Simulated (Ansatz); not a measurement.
# SiCl (doublet): wave-function methods side by side, def2-TZVPP

The task here is to estimate one member of a computed series from the others.

The runs use Ansatz 0.2.0, Gaussian basis; def2-TZVPP, core rule «outside noble gas», up to 10 orbitals frozen.

Plan: UHF; ROHF; CCSD(T) on UHF.

2 further runs of the same task are left out: 2 set aside as unsound or not needed.

### What is computed

The geometry is a PBE0/def2-TZVP stationary point (not a proven minimum).

2 atoms, charge 0, spin multiplicity 2.

Atoms are counted from 1 here; the program's logs count them from 0.

Bond lengths: Si1–Cl2 2.067 Å.

Set-up of the first run:

in.yaml

```yaml
crystal:
  periodic: [false, false, false]
  atoms:
    - {symbol: Si, position_ang: [0.000000, 0.000000, 0.000000]}
    - {symbol: Cl, position_ang: [0.000000, 0.000000, 2.067100]}
basis:
  gaussian: {orbitals: def2-TZVPP}
magnetization: {spin_polarized: true, initial_magnetization: 1}
hamiltonian: {xc: hf}
output: {orbitals: {seedname: orbitals}}
```

Command:

```
ansatz run in.yaml --threads 1 --pin off --events-out ev --progress --plain --max-ram 3968MiB --backend cpu
```

Among the steps run: UHF; ROHF; CCSD(T) on UHF.

One table of the session follows, with a row left open; its other results are not shown here.

```
  method  from UCCSD(T) (kJ/mol)
    ROHF                  +817.5
     UHF                  +803.5
    UMP2                       ?
   UCCSD                   +35.0
UCCSD(T)                       0
```

Estimate the missing values for UMP2.

As computed: from UCCSD(T) (kJ/mol): +115.4. In the column «from UCCSD(T) (kJ/mol)» it lies between UCCSD (+35.0) and UHF (+803.5).

With the free atoms at the same levels and basis (separate runs), the atomisation energy is 4.195 eV at UCCSD(T), 3.195 eV at ROHF.
